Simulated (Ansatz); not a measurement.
`C#CCNCO` at its PBE0-D4/def2-TZVP geometry, where that method's forces vanish. Total charge 0; spin multiplicity 1.

```xyz
13

C     1.4376    1.1476   -1.9748
C     1.2919    0.3609   -1.0793
C     1.0776   -0.5621    0.0375
N     0.0226   -0.1826    0.9578
C    -1.2929   -0.1225    0.3637
O    -2.2637    0.0089    1.3598
H     1.5714    1.8391   -2.7728
H     0.8478   -1.5562   -0.3609
H     2.0101   -0.6644    0.5998
H     0.2389    0.7108    1.3858
H    -1.4398    0.7317   -0.3091
H    -1.4230   -1.0426   -0.2258
H    -2.0785   -0.6687    2.0185
```

What forces (eV/Å) does r2SCAN-D4/def2-TZVPP give on these atoms in Ansatz 0.2.0? (Best estimate.)

The calculation gave: 
```
C1   0.041  0.271 -0.298
C2  -0.026 -0.219  0.222
C3   0.203 -0.061 -0.153
N4  -0.001 -0.031  0.263
C5   0.002 -0.016 -0.296
O6  -0.226  0.097  0.186
H7  -0.010 -0.035  0.045
H8  -0.014 -0.008  0.009
H9   0.003 -0.002  0.006
H10  0.011  0.053  0.008
H11 -0.017  0.016 -0.003
H12  0.021 -0.024 -0.018
H13  0.013 -0.043  0.029
```
